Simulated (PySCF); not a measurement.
**Telling isomers of C$_{4}$H$_{7}$N apart by NMR**

Computed data (PySCF 2.14.0 with density-fitted response routines): shieldings: GIAO PBE0/pcSseg-1, couplings computed with B3LYP/pcJ-1 (spin–dipole term left out of most H,H and C,H couplings), structure optimised with GFN2-xTB. No relativistic terms, averaged over atoms made equivalent by symmetry, fast rotation or ring inversion, one conformer, no solvent model.

Shifts are taken against calculated references (same method and geometry level): ¹H, ¹³C against TMS. Multiplet labels drop J under 1 Hz and among equivalent protons, and merge close values. Unscaled 3J(H,H) run several per cent high. Shifts are as computed. Against solution values, carbons near 30 ppm lie about +3 ppm off and those near 130 ppm about +5 ppm. Of 1211 compounds with measured shifts, 218 miss one by over three times the rms of a fit or turn the order of signals round; such compounds aren't used in these exercises. OH and NH positions are gas-phase values without hydrogen bonding to other molecules.

(1) Tabulate the signals of `N[C@H]1[C@H]2C[C@@H]12`, `C#CCNC`, `C=C1C[C@@H]1N` and their relative energies.

(2) What is the quickest way to tell N[C@H]1[C@H]2C[C@@H]12 from C#CCNC?

(3) What is the quickest way to tell N[C@H]1[C@H]2C[C@@H]12 from C=C1C[C@@H]1N?

(4) What is the quickest way to tell C#CCNC from C=C1C[C@@H]1N?

## Answers

(1) 
| SMILES | carbon types | δC | δH | E rel. (kcal/mol) |
| --- | --- | --- | --- | --- |
| N[C@H]1[C@H]2C[C@@H]12 | 3×CH 1×CH2 | 54.5, 25.1, 10.0 | 3.80 (dt, 1H), 2.32 (s, 1H), 1.87 (t, 2H), 1.31 (dt, 1H), 0.42 (br s, 2H) | 3.5 |
| C#CCNC | 1×C 1×CH 1×CH2 1×CH3 | 87.0, 78.3, 42.8, 37.3 | 3.50 (d, 2H), 2.63 (s, 3H), 1.67 (t, 1H), -0.05 (br s, 1H) | 8.2 |
| C=C1C[C@@H]1N | 1×C 1×CH 2×CH2 | 145.5, 110.6, 31.1, 16.3 | 5.95 (m, 1H), 5.83 (q, 1H), 3.11 (m, 1H), 1.21 (m, 1H), 1.20 (br s, 2H), 1.13 (m, 1H) | 0.0 |

Energies are electronic energies at PBE0/pcSseg-1 on these geometries, without zero-point or thermal terms, each for the one conformer computed, which needn't be the lowest.

(2) Count the carbon signals: 3 against 4. The first has a three-membered-ring carbon (CH) at 10.0 ppm, the second an alkyne carbon (C) at 87.0 ppm. Their most deshielded carbons lie at 54.5 and 87.0 ppm.

(3) Count the carbon signals: 3 against 4. The first has a three-membered-ring carbon (CH) at 54.5 ppm, the second a fully substituted alkene carbon (C) at 145.5 ppm. In the proton spectra the most deshielded non-exchanging signals are 3.80 (dt, J = 3.7, 2.4 Hz, 1H) and 5.95 (m, 1H).

(4) Both give the same number of carbon signals, but DEPT or the intensities differ. The first has a methyl carbon bonded to N (CH3) at 37.3 ppm, the second a terminal =CH2 carbon at 110.6 ppm. Their most deshielded carbons lie at 87.0 and 145.5 ppm. In the proton spectra the most deshielded non-exchanging signals are 3.50 (d, J = 3.4 Hz, 2H) and 5.95 (m, 1H).
